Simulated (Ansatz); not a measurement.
Two members of one family (BH3 adduct), computed with Ansatz in the gas phase. The two geometries come from different levels. Binding counts from free atoms in the multiplicity of their measured ground term, without zero-point energy. The structures are stationary points that may keep the symmetry of their start.

First: B(H2S)H3 (singlet, charge 0, B3LYP-D4/def2-TZVP geometry).

```
atom   x (Å)   y (Å)   z (Å)
  B1   0.574  -0.466   0.489
  S2  -0.283   0.875  -0.772
  H3  -1.061   0.109  -1.559
  H4  -1.335   1.334  -0.069
  H5   1.355  -0.986  -0.263
  H6  -0.321  -1.154   0.891
  H7   1.071   0.287   1.283
```

| level | HOMO (eV) | LUMO (eV) | gap (eV) | binding per atom (eV) |
| --- | --- | --- | --- | --- |
| r2SCAN-D4/def2-TZVP | -7.37 | -1.05 | 6.32 | 2.99 |
| B3LYP-D4/6-31G | -8.03 | -0.14 | 7.89 | 2.81 |
| B3LYP-D4/def2-TZVP | -8.23 | -0.64 | 7.60 | 2.99 |
| PBE0-D4/def2-TZVPD | -8.42 | -0.60 | 7.82 | 2.97 |
| ωB97M-V/def2-TZVP | -10.72 | 1.62 | 12.34 | 2.99 |

Second: B(NH3)H3 (singlet, charge 0, r2SCAN-D4/def2-TZVP geometry).

Cartesian coordinates in Å:
```
B 0.344 -0.094 -0.765
N -0.328 0.090 0.730
H -0.581 -0.809 1.131
H -1.170 0.659 0.685
H 0.320 0.544 1.369
H 0.599 1.030 -1.136
H -0.511 -0.639 -1.429
H 1.326 -0.779 -0.586
```

Problem. What does the change do? Estimate second minus first.

Solution. 
```json
{"level": "r2SCAN-D4/def2-TZVP", "Δ HOMO (eV)": "0.64", "Δ LUMO (eV)": "1.02", "Δ gap (eV)": "0.38", "Δ binding per atom (eV)": "0.31"}
{"level": "B3LYP-D4/6-31G", "Δ HOMO (eV)": "0.83", "Δ LUMO (eV)": "0.83", "Δ gap (eV)": "0.00", "Δ binding per atom (eV)": "0.46"}
{"level": "B3LYP-D4/def2-TZVP", "Δ HOMO (eV)": "0.60", "Δ LUMO (eV)": "0.23", "Δ gap (eV)": "-0.37", "Δ binding per atom (eV)": "0.35"}
{"level": "PBE0-D4/def2-TZVPD", "Δ HOMO (eV)": "0.61", "Δ LUMO (eV)": "0.07", "Δ gap (eV)": "-0.54", "Δ binding per atom (eV)": "0.33"}
{"level": "ωB97M-V/def2-TZVP", "Δ HOMO (eV)": "0.55", "Δ LUMO (eV)": "-0.24", "Δ gap (eV)": "-0.79", "Δ binding per atom (eV)": "0.33"}
```
